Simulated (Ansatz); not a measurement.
## quartet LiC: levels of theory in one basis

```xyz
2

Li    0.0000    0.0000   -0.9343
C     0.0000    0.0000    0.9343
```

Basis set: def2-SVP (spherical functions). Correlated methods keep 1 orbital frozen. Correlation on ROHF uses semicanonical orbitals with singles. Charge 0, multiplicity 4.

Computed with Ansatz (development build ahead of 0.2.0); each method stands on the lowest determinant of its kind that the runs found.

```
      method  E − E(ROHF) (eV)  <S²> of the determinant
        ROHF              0.00                        –
         UHF             -0.04                     3.76
    ROHF-MP2             -1.88                        –
     UHF-MP2             -1.89                     3.76
ROHF-CCSD(T)             -2.35                        –
 UHF-CCSD(T)             -2.35                     3.76
```
